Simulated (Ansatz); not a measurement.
Two shapes of singlet BH3.

Shape 1:

```xyz
4

B    -0.0327   -0.0105    0.0363
H     1.2172    0.0195   -0.0448
H    -0.5711    1.0270   -0.0339
H    -0.6064   -1.0033   -0.0276
```

Shape 2:

```xyz
4

B     0.0078    0.0033    0.0053
H     1.2005    0.0045   -0.0065
H    -0.6064    1.0543   -0.0012
H    -0.5949   -1.0489    0.0038
```

Basis set: STO-3G (spherical functions). Frozen core: 1 orbital. Charge 0, multiplicity 1.

Computed with Ansatz (development build ahead of 0.2.0); each method stands on the lowest determinant of its kind that the runs found.

(1) Which shape is lower in energy, and by how much in each method?

## Answers

(1)

```tsv
method	E(2) − E(1) (eV)
RHF	-0.069
RHF-MP2	-0.090
```

Shape 2 is lower.
